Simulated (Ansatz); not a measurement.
Reaction: C2H6O (SMILES CCO) → C2H5 (SMILES [CH2]C, doublet) + HO (SMILES [OH], doublet) (the C-O bond breaks)
Each species at its own B3LYP-D3(BJ)/def2-TZVP minimum (Ansatz, a quantum-chemistry and plane-wave program), one conformer.

Quantity: bond dissociation energy (electronic), in kcal/mol. Radicals and triplets start from unrestricted determinants; spin-orbit coupling is neglected. CBS(X,Y): correlation extrapolated as X^-3, Hartree-Fock from the larger set. A bracket is a step between two methods taken in the basis named. Functionals run without relativity, which enters their misses. 'core' is core correlation in cc-pwCVTZ, 'X2C' scalar relativity in cc-pVTZ-DK, both at CCSD(T).

CCSD(T)/CBS(cc-pVTZ,cc-pVQZ) + [CCSDT(Q) - CCSD(T)]/cc-pVDZ + core + X2C (Ansatz) gives 100.2 kcal/mol.

Task: How far off this value is PBE/def2-TZVPD (Ansatz), in which direction, and which of these levels come nearer: r2SCAN/def2-TZVPD, B3LYP/def2-TZVPD, wB97M-V/def2-TZVPD, CCSD(T)/CBS(cc-pVTZ,cc-pVQZ) + core + X2C?

Result: PBE gives 99.5 kcal/mol, 0.7 kcal/mol below it. Differences of the others: r2SCAN/def2-TZVPD (Ansatz) -7.8; B3LYP/def2-TZVPD (Ansatz) -7.0; wB97M-V/def2-TZVPD (Ansatz) -0.9; CCSD(T)/CBS(cc-pVTZ,cc-pVQZ) + core + X2C (Ansatz) 0.0 kcal/mol. Nearer than PBE: CCSD(T)/CBS(cc-pVTZ,cc-pVQZ) + core + X2C.
